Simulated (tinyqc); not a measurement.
Worked calculation: Born-Oppenheimer dynamics on the RHF/sto-3g surface (energies and gradients from PySCF), for H2O, spin multiplicity 1. One step of it, computed by the program tinyqc.

Question. Velocity Verlet step 1. dt = 1 fs = 41.3414 atomic units; x' = x + v dt - g dt^2 / (2m); after the new gradient g', v' = v - (g + g') dt / (2m).

positions (bohr):
```
            x          y         z
1O   0.062361   0.034015  0.030236
2H   0.086927   1.322808  1.096041
3H  -0.001890  -1.135725  1.203756
```

velocities (bohr per atomic time unit):
```
               x             y             z
1O   0.000003973  -0.000011919   0.000010464
2H   0.000046973   0.000057081  -0.000177536
3H  -0.000110027   0.000132081   0.000011464
```

gradient (hartree/bohr):
```
              x            y            z
1O  -0.00407437  -0.00344291   0.20171694
2H  -0.00355366  -0.14953790  -0.08777946
3H   0.00762802   0.15298081  -0.11393748
```

masses (electron masses): 1O 29156.946388, 2H 1837.152588, 3H 1837.152588

gradient after step 1 (hartree/bohr):
```
              x            y            z
1O  -0.00205826   0.00001643   0.09720980
2H  -0.00217799  -0.08156139  -0.04224099
3H   0.00423626   0.08154496  -0.05496881
```

Give: positions after step 1; velocities after step 1.

Answer.

positions after step 1 (bohr):
```
          x        y       z
1O   0.0626   0.0336  0.0248
2H   0.0905   1.3947  1.1295
3H  -0.0100  -1.2014  1.2572
```

velocities after step 1 (bohr per atomic time unit):
```
             x           y           z
1O   0.0000083  -0.0000095  -0.0002015
2H   0.0001115   0.0026573   0.0012854
3H  -0.0002435  -0.0025067   0.0019119
```
